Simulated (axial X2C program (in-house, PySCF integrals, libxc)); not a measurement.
## FPF⁻: properties at the nuclei

Calculated with an axial X2C code built on PySCF integrals: two-component X2C with atomic mean-field Coulomb and Gaunt terms, Gaussian nuclei, basis F dyall-av3z, P dyall-v3z with contracted cores.

F–P–F held linear, with bonds 1.831 and 1.831 Å (near the PBE0 minimum at charge -1 of the determinant lowest at the starting distance; the state shown can have its own minimum elsewhere, held linear; other orders of the atoms were not compared).

Determinant lowest in the PBE0 search, Ω = 1 (⟨Sz⟩ = 1.00, ⟨Lz⟩ = 0.00 at PBE0), spin on the atoms F 0.02, P 0.97, F 0.02:

| level | A∥/gI F (MHz) | qzz F (a.u.) | A∥/gI P (MHz) | qzz P (a.u.) |
| --- | --- | --- | --- | --- |
| PBE0 | -29.2 | 0.86 | -251 | 1.52 |
| HF | -23.4 | 0.87 | -301 | 1.90 |
| BHandHLYP | -22.9 | 0.84 | -228 | 1.75 |

Determinant 0.85 eV from it at PBE0 and this distance, Ω = 0 (closed shell), highest spinor 75% P p, 18% F p, 5% F d:

```
    level  qzz F (a.u.)  qzz P (a.u.)
     PBE0          0.80          1.51
       HF          0.84          1.80
BHandHLYP          0.81          1.67
```

A∥ (defined per Ω) follows by multiplying with gI = μI/(I μN); qzz is the electric field gradient, eQq0 = 234.96 MHz × Q/barn × qzz. The operators were transformed with the bare-nucleus X2C matrices; with these basis sets, hyperfine constants and field gradients can be off by tens of per cent, and where levels differ in sign neither size nor sign is settled.

With gI(19F) = 5.2577, gI(31P) = 2.2632 (g factors from the IAEA table of nuclear moments by Stone), turn the PBE0 values of the first state into constants in MHz.

A∥(19F) = -29.2 × 5.2577 = -154 MHz; A∥(31P) = -251 × 2.2632 = -568 MHz.

The molecule was held linear; bending was not examined, so a bent shape may lie lower.

Each state is one determinant with collinear spin, which with several unpaired electrons need not be a pure state. Unrestricted Hartree–Fock can overshoot spin polarisation at the nuclei. For an anion, determinants above electron detachment, or with a positive highest level, are held by the basis set. A closed determinant beside an open π² or δ² triplet, such as (π1/2)², mixes with its partner pair into the 0⁺ component of the triplet and ¹Σ⁺, so its energy is not that of a level, and 0⁺ can lie lowest. With several open shells hyperfine constants can be off by a factor of several. Open-shell Ω = 0 determinants with evenly filled partner blocks cannot be reached by this program, so the Ω shown need not be the lowest component. The search compared states at one distance, so a state with another bond length can lie lower. PBE0 term energies can be off by some tenths of an eV.
